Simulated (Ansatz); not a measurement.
Input file for Ansatz (a quantum-chemistry and plane-wave program): R-SVWN5/def2-TZVPPD on CH3Cl (SMILES CCl). Files ending in .json are basis or fitting sets from the Basis Set Exchange.

Ansatz 0.2 input:
```yaml
crystal:
  periodic: [false, false, false]
  atoms:
    - {symbol: C, position_ang: [0.00000000, 0.00000000, -1.12588600]}
    - {symbol: Cl, position_ang: [0.00000000, 0.00000000, 0.65683000]}
    - {symbol: H, position_ang: [0.00000000, 1.02799300, -1.47026400]}
    - {symbol: H, position_ang: [0.89026800, -0.51399700, -1.47026400]}
    - {symbol: H, position_ang: [-0.89026800, -0.51399700, -1.47026400]}
basis:
  gaussian:
    orbitals: def2-TZVPPD.json
hamiltonian:
  xc: {name: SVWN5}
scf: {lower_state_search: off}
```

It printed:

```
Functional definition: SVWN5
[...]
these checks for a lower state are left out or cut short: stability, starts, cluster_reference, orbital_swaps, neighbouring_geometries, increment
integrals: 0.04 GiB planned
675 factors; their error is unknown
mean field: 0.37 GiB planned
mean field evaluation 1: about -13551.9990 eV, gradient 5.4e1 eV
mean field evaluation 2: about -13541.0494 eV, gradient 7.9e1 eV
mean field evaluation 4: about -13558.4999 eV, gradient 4.0e0 eV
mean field evaluation 8: about -13558.5103 eV, gradient 4.1e-1 eV
mean field evaluation 16: about -13558.5105 eV, gradient 4.4e-6 eV
mean field -13558.51046588 eV, -498.2660693326 hartree, gradient 4.4e-6 eV, S^2 0.000000; 0 other end points of the search recorded, 0 dependent functions left out
reference -13558.51051316 eV, -498.2660710702 hartree; 13, 13 occupied and 126, 126 virtual orbitals, 675 factors
Total energy: -13558.51051316 eV, -498.2660710702 hartree
Checks for a lower state left out: stability, starts, cluster_reference, orbital_swaps, neighbouring_geometries, increment
```

The run converged.

Cost: around 0.9 core-seconds (rough).
